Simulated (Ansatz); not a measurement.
**Worked example: P$_{2}$H⁺, triplet against P$_{2}$H, doublet**

Geometry (PBE0/def2-TZVP stationary point of a doublet), kept for both states (P2H, doublet: A'; P2H⁺, triplet: A'):

```xyz
3

P     0.0000   -0.0767    0.9739
P     0.0000    0.0334   -1.0140
H     0.0000    1.3332    1.2319
```

Basis 6-31G; Ansatz 0.2.0. Only valence electrons are correlated (noble-gas cores frozen). Prefix R: restricted or restricted open-shell reference; prefix U: unrestricted.

Full CI is exact within this basis and frozen core; it isn't the basis-set limit. The frozen core follows each run's orbitals, which can shift R against U totals by a few meV.

Unrestricted rows (U, and Kohn–Sham where it breaks symmetry) aren't spin-pure: their determinants' ⟨S²⟩ exceeds S(S+1) by up to 0.64, so they mix in states of higher spin.

```json
{"level": "UHF", "E(P2H, doublet) (hartree)": "-681.918777", "E(P2H⁺, triplet) (hartree)": "-681.572240"}
{"level": "UMP2", "E(P2H, doublet) (hartree)": "-681.997491", "E(P2H⁺, triplet) (hartree)": "-681.640092"}
{"level": "UCCSD(T)", "E(P2H, doublet) (hartree)": "-682.035623", "E(P2H⁺, triplet) (hartree)": "-681.684416"}
{"level": "PBE", "E(P2H, doublet) (hartree)": "-682.850014", "E(P2H⁺, triplet) (hartree)": "-682.470651"}
{"level": "full CI", "E(P2H, doublet) (hartree)": "-682.037168", "E(P2H⁺, triplet) (hartree)": "-681.686994"}
```

Give the vertical gap, P2H⁺ triplet less P2H doublet, at each level in eV (1 hartree = 27.2114 eV), and each error against full CI.

full CI: (-681.686994 − (-682.037168)) × 27.2114 = 9.529 eV (the reference)
PBE: (-682.470651 − (-682.850014)) × 27.2114 = 10.323 eV, error 0.794 eV
UCCSD(T): (-681.684416 − (-682.035623)) × 27.2114 = 9.557 eV, error 0.028 eV
UMP2: (-681.640092 − (-681.997491)) × 27.2114 = 9.725 eV, error 0.196 eV
UHF: (-681.572240 − (-681.918777)) × 27.2114 = 9.430 eV, error -0.099 eV

Total energies of functionals can't be set beside those of wave-function methods, since they hold the core's correlation and their own absolute errors; only the differences compare.

The set has no polarisation functions, so the order and spacing of states can differ from the basis-set limit.

In so small a basis the reference is far from its limit while semilocal and hybrid functionals are nearer theirs, so the functionals' errors here hold much of the reference's basis and frozen-core error, which can add to them or hide them.

Each level lands on the state that its own search finds. T1 diagnostics of restricted CCSD: 0.030 and 0.053.
